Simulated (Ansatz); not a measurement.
**SiF2 (SMILES F[Si]F) at 6 levels**

We compute a comparison of 6 runs (HF/STO-3G, CAM-B3LYP/STO-3G, wB97M-V/STO-3G, BCCD(T)/STO-3G, CCSDT(Q)/STO-3G, UCCSD(T)/STO-3G) of SiF2. 

The results are computed with Ansatz 0.2.0.

41 further runs of the same task are left out: 3 that didn't finish, 38 set aside as unsound or not needed.

## Step 1: The system as given

The species is SiF2 (3 atoms), meant as a singlet with charge 0. As SMILES, `F[Si]F`. The F3–Si2 distance was set to 2.402 Å, away from the relaxed value. At this shape a bond of the SMILES string is far longer than usual.

Bond lengths: F1–Si2 1.602 Å. A long bond or contact: Si2–F3 2.402 Å.

## Step 2: A single-point energy at HF/STO-3G (run 1)

Input file job.yaml:

```yaml
basis:
  gaussian: {orbitals: STO-3G}
crystal:
  periodic: [false, false, false]
  atoms:
    - {symbol: F, position_ang: [-0.345466, 1.823818, 0.013993]}
    - {symbol: Si, position_ang: [-1.106666, 0.530618, -0.545507]}
    - {symbol: F, position_ang: [0.428600, -1.200400, 0.100700]}
hamiltonian: {xc: hf}
accuracy: high
```

Run with:

```
$ ansatz run job.yaml --threads 1 --pin off --max-ram 2610MiB --events-out events.jsonl --progress --plain --runs-dir runs
```

Standard output:

```text
Warning: RAYON_NUM_THREADS=1 ignored (pool sized by the plan → 1); use --threads N
Functional definition: HF
  name "HF"
  exchange = exact_x
  correlation = 0
320 factors; integrals over basis functions are off by at most 2.5e-8 eV
mean field evaluation 1: about -13096.5553 eV, gradient 2.3e1 eV
mean field evaluation 2: about -13096.6048 eV, gradient 2.3e1 eV
mean field evaluation 4: about -13101.7819 eV, gradient 7.5e0 eV
mean field evaluation 8: about -13102.3637 eV, gradient 1.4e-1 eV
mean field evaluation 16: about -13102.3518 eV, gradient 1.5e-8 eV
mean field -13102.35177145 eV, -481.5025465076 hartree, gradient 1.5e-8 eV, S^2 0.000000; 0 other end points of the search recorded, 0 dependent functions left out
reference -13102.35177145 eV, -481.5025465076 hartree; 16, 16 occupied and 3, 3 virtual orbitals, 320 factors
Total energy: -13102.35177145 eV, -481.5025465076 hartree
```

Run time: 0.1 s. Hardware: 1 thread of Arm Neoverse V1, shared host.

## Step 3: The energy at CAM-B3LYP/STO-3G (run 2)

Input file run.yaml:

```yaml
crystal:
  periodic: [false, false, false]
  atoms:
    - {symbol: F, position_ang: [-0.345466, 1.823818, 0.013993]}
    - {symbol: Si, position_ang: [-1.106666, 0.530618, -0.545507]}
    - {symbol: F, position_ang: [0.428600, -1.200400, 0.100700]}
basis:
  gaussian:
    orbitals: STO-3G
magnetization:
  spin_polarized: false
  initial_magnetization: 0
hamiltonian:
  xc: {name: CAM-B3LYP}
accuracy: high
```

Run with:

```
$ ansatz run run.yaml --threads 1 --pin off --max-ram 2610MiB --events-out events.jsonl --progress --plain --runs-dir runs
```

Standard output:

```text
Warning: RAYON_NUM_THREADS=1 ignored (pool sized by the plan → 1); use --threads N
Functional definition: CAM-B3LYP
  name "CAM-B3LYP"
  parameter alpha = 0.19
  parameter beta = 0.46
  parameter omega = 0.33/bohr
  parameter ac = 0.81
  exchange = (1 - alpha - beta)*b88_x + beta*b88_x_sr(omega) + alpha*exact_x + beta*exact_x_lr(omega)
  correlation = (1 - ac)*vwn5_c + ac*lyp_c
320 factors; integrals over basis functions are off by at most 2.5e-8 eV
138 factors; integrals over basis functions are off by at most 5.7e-10 eV
mean field evaluation 1: about -13127.5759 eV, gradient 2.6e1 eV
mean field evaluation 2: about -12876.2710 eV, gradient 2.3e2 eV
mean field evaluation 4: about -13115.4024 eV, gradient 8.2e1 eV
mean field evaluation 8: about -13134.4158 eV, gradient 1.1e-1 eV
mean field -13134.41585083 eV, -482.6808796912 hartree, gradient 1.5e-8 eV, S^2 0.000000; 0 other end points of the search recorded, 0 dependent functions left out
reference -13134.41586066 eV, -482.6808800523 hartree; 16, 16 occupied and 3, 3 virtual orbitals, 320 factors
Total energy: -13134.41586066 eV, -482.6808800523 hartree
```

Run time: 1.1 s. Hardware: 1 thread of Arm Neoverse V1, shared host; peak memory 0.091 GiB.

Runs 3 to 5 aren't shown in full; the table further down has their settings and results.

## Step 4: The energy at UCCSD(T)/STO-3G (run 6)

run.yaml, as its differences from that of step 3:

```diff
@@ -10,6 +10,9 @@
 magnetization:
-  spin_polarized: false
+  spin_polarized: true
   initial_magnetization: 0
-hamiltonian:
-  xc: {name: CAM-B3LYP}
+correlation:
+  method: ccsd_t
+  frozen_orbitals: {F: 1, Si: 5}
 accuracy: high
+scf:
+  omitted_lower_state_checks: [cluster_reference, increment]
```

Run with:

```
$ ansatz run run.yaml --threads 1 --pin off --max-ram 2610MiB --events-out events.jsonl --progress --plain --runs-dir runs
```

Standard output:

```text
Warning: RAYON_NUM_THREADS=1 ignored (pool sized by the plan → 1); use --threads N
[... 18 lines left out ...]
7 core orbitals not correlated: weight in the atoms' cores, before any rotation towards them, 1.000 or more for the frozen orbitals, at most 0.000 for the correlated occupied ones
[... 64 lines left out ...]
Total energy: -13106.51991495 eV, -481.6557229561 hartree
Checks for a lower state left out: cluster_reference, increment
```

Wall time 1 s (1 thread of Arm Neoverse V1, shared host).

## Step 5: The series

```csv
run,level,frozen core orbitals,energy (Eh),wall time
1,HF/STO-3G,–,-481.502547,0.1 s
2,CAM-B3LYP/STO-3G,–,-482.680880,1.1 s
3,wB97M-V/STO-3G,–,-482.815176,14 s
4,BCCD(T)/STO-3G,7,-481.654106,0.3 s
5,CCSDT(Q)/STO-3G,7,-481.658741,0.71 s
6,UCCSD(T)/STO-3G,7,-481.655723,1 s
```

## Step 6: What came out

| quantity | value |
| --- | --- |
| run 6: total energy | -481.65572 Eh |
| run 6: correlation energy (7 core orbitals frozen) | -88.4 mEh |
| run 6: (T) correction | -8.15 mEh |
| run 6: ⟨S²⟩ of the reference determinant | 0.813 |
| run 6: T1 diagnostic | 0.073 |

**Reading.** Below the HF energy at the same shape and in the same basis (STO-3G): BCCD(T) -151.6 mEh; CCSDT(Q) -156.2 mEh; UCCSD(T) -153.2 mEh. Some of these start from another determinant than that one, so these aren't their correlation energies. Totals of different functionals can't be ranked against each other. In runs 4, 5 the log says that unrestricted orbitals would lower the reference, so the values rest on an unstable closed-shell determinant (other closed-shell runs at this shape may share the fault). In runs 1, 2, 3, 4, 5, 6 the basis is minimal, so the values are rough. Spin contamination of the reference: run 6 ⟨S²⟩ = 0.81. Where it is this large, the reference is a mixture of spin states, and values that rest on it are in doubt. All runs together took 17 s, the longest 14 s.
